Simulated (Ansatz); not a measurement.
Ansatz (a quantum-chemistry and plane-wave program) input:
A basis named .json is the Basis Set Exchange file of that set.

Ansatz 0.2 input:
```yaml
crystal:
  periodic: [false, false, false]
  atoms:
    - {symbol: N, position_ang: [-0.01145875, -0.00903780, 1.39223881]}
    - {symbol: C, position_ang: [0.01263897, 0.00996867, -1.53563569]}
    - {symbol: C, position_ang: [-0.00474267, 1.12265867, 0.67570418]}
    - {symbol: C, position_ang: [-0.00625950, -1.13133635, 0.66105976]}
    - {symbol: C, position_ang: [0.00517208, -1.15387594, -0.73066420]}
    - {symbol: C, position_ang: [0.00673140, 1.16326450, -0.71560952]}
    - {symbol: H, position_ang: [-0.00886093, 2.04844858, 1.25811413]}
    - {symbol: H, position_ang: [-0.01162882, -2.06460934, 1.23139120]}
    - {symbol: H, position_ang: [0.00828127, -2.14459563, -1.19613558]}
    - {symbol: H, position_ang: [0.01117802, 2.15994364, -1.16816858]}
basis:
  gaussian:
    orbitals: cc-pVQZ
    fitting: {mean_field: def2-universal-jkfit, correlation: cc-pVQZ-RIFIT.json}
total_charge: -1
magnetization: {spin_polarized: false}
correlation: {method: mp2, electrons: outside_noble_gas}
```

Question: Which total energy does the run end on?

Answer: -247.19965 Eh (RI-MP2/cc-pVQZ). The basis has 450 functions. The run takes roughly 21 core-seconds.

It need not be the lowest isomer of its formula. Whether it binds its extra electron was not tested at this geometry.
